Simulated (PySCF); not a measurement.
Molecule: `F[SiH2][SiH3]`, FH₅Si₂.

Geometry (Å), atoms numbered from 1 in this order:
```xyz
8

F     1.875    0.209    1.319
Si    1.213   -0.008   -0.158
Si   -1.116    0.108    0.054
H     1.651   -1.340   -0.673
H     1.734    1.060   -1.062
H    -1.521    1.445    0.583
H    -1.603   -0.958    0.981
H    -1.736   -0.094   -1.293
```

Geometry PBE0-D3(BJ)/def2-SVP throughout; GIAO in PySCF, gas phase, one conformer, non-relativistic; equivalent atoms averaged; basis pcSseg-2.

For orientation, BP86 gives these absolute shieldings σ: F1 406.0, Si2 317.2, Si3 438.8, H4/H5 25.28, H6/H7/H8 27.60 ppm.

A run gave: F1 415.2, Si2 337.7, Si3 453.7, H4/H5 25.51, H6/H7/H8 27.65 ppm (absolute shieldings σ).

Q: Which functional was used in that run?
A. CAM-B3LYP
B. KT2
C. PBE0
D. LDA

A: C. Si3 tells them apart best: PBE0 gives 453.7, CAM-B3LYP gives 441.5, KT2 gives 465.7, LDA gives 430.4 ppm.
